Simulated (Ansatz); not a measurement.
**C₂H₂N₂S: ionisation energy by level of theory**

How much energy removes an electron from C₂H₂N₂S at fixed geometry? The cation is run at each level and the neutral's energy taken from earlier runs.

Program: Ansatz 0.2.0, Gaussian basis. Level of theory: unrestricted cation, the program's frozen cores in correlated methods. These are calculated values, not measurements.

Levels to be run: UKS PBE-D4/def2-TZVPP; UKS r2SCAN-D4/def2-TZVPP; UKS PBE0-D4/def2-TZVPP; UKS B3LYP-D4/def2-TZVPP; UKS wB97X-V/def2-TZVPP; UKS wB97M-V/def2-TZVPP; UKS B2PLYP/def2-TZVPP; UHF-CCSD(T)/def2-TZVPP; UHF-MP2/def2-QZVPP; extrapolation to the limit; then −ε(HOMO) from the neutral's earlier runs with LDA (SPW92), PBE-D4, revPBE-D4, BLYP-D4, r2SCAN-D4, B97M-V, PBE0-D4, B3LYP-D4, r2SCANh-D4, r2SCAN0-D4, HSE06-D4, BHLYP-D4, CAM-B3LYP-D4, LC-ωPBE, ωB97X-V, ωB97M-V.

## (1) The geometry

All runs share one geometry, relaxed beforehand with PBE0-D4 in a triple-zeta def2 set.

7 atoms, charge 0, spin multiplicity 1.

Atoms are counted from 1 here; the program's logs count them from 0.

Bond lengths: C1–N2 1.295 Å, C1–S5 1.712 Å, C1–H6 1.081 Å, N2–N3 1.351 Å, N3–C4 1.295 Å, C4–S5 1.712 Å, C4–H7 1.081 Å. Angles: N2–C1–S5 114.2°, N2–C1–H6 123.1°, S5–C1–H6 122.6°, C1–N2–N3 112.6°, N2–N3–C4 112.6°, N3–C4–S5 114.2°, N3–C4–H7 123.1°, S5–C4–H7 122.6°, C1–S5–C4 86.4°.

## (2) Cation, UKS PBE-D4/def2-TZVPP

The input, in.yaml:

```yaml
crystal:
  periodic: [false, false, false]
  atoms:
    - {symbol: C, position_ang: [-0.441917, 0.686994, 0.847856]}
    - {symbol: N, position_ang: [-1.253550, -0.118183, 0.239831]}
    - {symbol: N, position_ang: [-0.637418, -0.855120, -0.710875]}
    - {symbol: C, position_ang: [0.627135, -0.591667, -0.801713]}
    - {symbol: S, position_ang: [1.175754, 0.605146, 0.292905]}
    - {symbol: H, position_ang: [-0.753862, 1.355046, 1.638116]}
    - {symbol: H, position_ang: [1.283858, -1.082217, -1.506120]}
basis:
  gaussian: {orbitals: def2-TZVPP}
total_charge: 1
magnetization: {spin_polarized: true, initial_magnetization: 1}
hamiltonian: {xc: pbe, dispersion: d4}
```

Run with:

```
$ ansatz run in.yaml --threads 4 --pin off --events-out ev --progress --plain --max-ram 10444MiB
```

After this run come: Cation, UKS r2SCAN-D4/def2-TZVPP; Cation, UKS PBE0-D4/def2-TZVPP; Cation, UKS B3LYP-D4/def2-TZVPP; Cation, UKS wB97X-V/def2-TZVPP; Cation, UKS wB97M-V/def2-TZVPP; Cation, UKS B2PLYP (frozen core)/def2-TZVPP; Cation, UHF-CCSD(T)/def2-TZVPP; Cation, UHF-MP2/def2-QZVPP.

**Question.** What will the summary of the whole plan be? Wanted: ionisation energy, CCSD(T)/def2-TZVPP; nearest functional by difference; nearest −ε(HOMO); −ε(HOMO) of PBE; T1 of the cation.

The runs gave:

| quantity | value |
| --- | --- |
| ionisation energy, CCSD(T)/def2-TZVPP | 10.18 eV |
| nearest functional by difference | ωB97M-V (-0.03 eV) |
| nearest −ε(HOMO) | ωB97M-V (+0.04 eV) |
| −ε(HOMO) of PBE | 6.32 eV |
| T1 of the cation | 0.070 |

**Reading.** By cation minus neutral, the functionals miss by 0.33 eV at most. −ε(HOMO) of PBE misses by 3.9 eV, since self-interaction lifts the level. Among orbital estimates ωB97M-V comes nearest. Hartree-Fock falls 0.89 eV short, as the neutral has more correlation energy than the cation. The cation's T1 (from the report) is 0.070, above the customary mark of 0.045 for open shells, so the coupled-cluster value is less safe.
